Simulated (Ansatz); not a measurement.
Consider the formal hydrolysis of a C–C bond: `N#CCCC#N` + H₂O → `N#CCCO` + `C#N`.

Gas-phase electronic energies from Ansatz, PBE0-D4/def2-TZVP geometries. CCSD(T)/CBS adds triple-zeta CCSD(T) − MP2 to the extrapolated MP2 energy (def2 sets, frozen cores). This one scheme is used for every species. DFT in def2-TZVPP. B3LYP here is the variant with VWN-RPA as its local correlation; programs differ in this. HSE06 is defined as in plane-wave codes. One conformer a species, not always the lowest.

`N#CCCC#N`:

```xyz
10

N     2.277    0.961   -1.628
C     1.471    0.814   -0.823
C     0.440    0.604    0.179
C    -0.439   -0.604   -0.179
C    -1.471   -0.814    0.823
N    -2.278   -0.960    1.627
H     0.915    0.451    1.151
H    -0.170    1.507    0.255
H     0.170   -1.507   -0.255
H    -0.914   -0.452   -1.151
```

H₂O:

Cartesian coordinates in Å:
```
O 0.359 -0.048 0.142
H -0.431 -0.540 0.375
H 0.071 0.588 -0.517
```

`N#CCCO`:

Cartesian coordinates in Å:
```
N -0.979 -2.431 -1.170
C -0.321 -1.576 -0.772
C 0.472 -0.476 -0.255
C -0.396 0.563 0.462
O 0.385 1.593 1.009
H 1.009 -0.012 -1.088
H 1.221 -0.865 0.440
H -1.160 0.945 -0.225
H -0.914 0.087 1.297
H 0.683 2.171 0.302
```

`C#N`:

Cartesian coordinates in Å:
```
C -0.004 0.000 -0.025
N 0.153 -0.018 1.109
H -0.149 0.018 -1.084
```

```
             level  ΔE (kJ/mol)  difference from CCSD(T)/CBS
         revPBE-D4         70.5                         -1.1
          B3LYP-D4         67.6                         -4.0
          HSE06-D4         73.1                          1.5
              BLYP         62.4                         -9.2
            r2SCAN         69.0                         -2.6
              PBE0         71.7                          0.1
           r2SCANh         70.0                         -1.6
RPA@PBE/def2-TZVPP         61.9                         -9.7
     HF/def2-TZVPP         61.7                         -9.9
     HF/def2-QZVPP         62.4                         -9.2
       CCSD(T)/CBS         71.6                            0
```

Largest T1 diagnostic among the species: 0.014.

In def2-TZVPP, CCSD(T) changes the Hartree–Fock value by +6.5 kJ/mol (the triples alone add +0.5 kJ/mol) and MP2 by +14.6 kJ/mol. From BLYP to BHLYP (50 % exact exchange), in def2-TZVPP and without D4, ΔE moves by +3.5 kJ/mol.
